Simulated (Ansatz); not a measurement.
**A ladder of methods for BNH4 (BH2(NH2))**

BNH4: 6 atoms, total charge 0, spin state singlet. As SMILES, `[H]B([H])N`. The shape is that of a GFN2-xTB optimisation.

Quantity: the electronic atomisation energy, in eV. The values are calculated. Electronic energies at fixed atoms, without zero-point motion or spin-orbit coupling.

```
           level                    kind  program  value (eV)  less FCI/STO-3G  CPU time (all runs)
      PBE/STO-3G                     GGA   Ansatz       26.46            +4.39                1.3 s
    B3LYP/STO-3G           global hybrid   Ansatz       26.06            +3.99                1.3 s
    BHLYP/STO-3G           global hybrid   Ansatz       25.30            +3.23                1.1 s
CAM-B3LYP/STO-3G  range-separated hybrid   Ansatz       26.35            +4.28                1.5 s
  wB97M-V/STO-3G  range-separated hybrid   Ansatz       26.59            +4.52                 15 s
    wB97X/STO-3G  range-separated hybrid   Ansatz       25.76            +3.69                5.2 s
 CCSDT(Q)/STO-3G   coupled cluster or CI   Ansatz       22.08            +0.01                  1 s
      FCI/STO-3G      exact in the basis   Ansatz       22.07             0.00                3.8 s
```

FCI/STO-3G is exact within its basis and frozen core, so for wave-function methods in that basis the difference is their error; functionals converge differently with the basis, so for them it is only a difference. The values span 22.07 to 26.59 eV. All rows use very small basis sets, so even the best lies far from the true value. CPU times are rough (shared hosts, several kinds of processor): they show what a rung costs within a factor of a few.
